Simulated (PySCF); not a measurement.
## S₂: frontier orbitals

PBE at R = 1.910 Å; PySCF, no relativity, basis sets S 6-31G(d,p). State: ³Σg⁻ (triplet), unpaired electrons π ↑↑. Only the outer orbitals are listed.

```tsv
spin	orbital	occ.	ε (eV)	main shells (%)
α	σg	1	-21.13	88 s, 11 p
α	σu	1	-15.61	95 s
α	σg	1	-9.99	85 p, 14 s
α	πu	1	-9.24	99 p
α	πu	1	-9.24	99 p
α	πg	1	-5.82	99 p
α	πg	1	-5.82	99 p
α	σu	0	-1.19	103 p
α	σg	0	5.04	51 s, 28 p, 20 d
α	σg	0	6.81	52 p, 42 s
β	σg	1	-20.53	85 s, 13 p
β	σu	1	-14.52	94 s
β	σg	1	-9.41	83 p, 16 s
β	πu	1	-8.26	99 p
β	πu	1	-8.26	99 p
β	πg	0	-4.58	99 p
β	πg	0	-4.58	99 p
β	σu	0	-0.68	102 p
```

Question: Which are the highest filled and the lowest empty level, where do they sit, and how wide is the gap?

Answer: Highest filled α πg at -5.82 eV (in %: 99 p); lowest empty β πg at -4.58 eV (in %: 99 p); the gap at PBE is 1.24 eV. Both belong to one degenerate shell, split only by its one-sided filling, so this is no excitation gap.

The bond order (Mayer) is 1.86 and the ⟨S²⟩ is 2.002. The polarisability along the bond is 51.4 bohr³ and the polarisability across the bond is 15.5 bohr³.

Shares are Mulliken populations and can fall outside 0 to 100 %.

The state is the lowest determinant that a PBE0 search found; another state may lie lower at other levels.
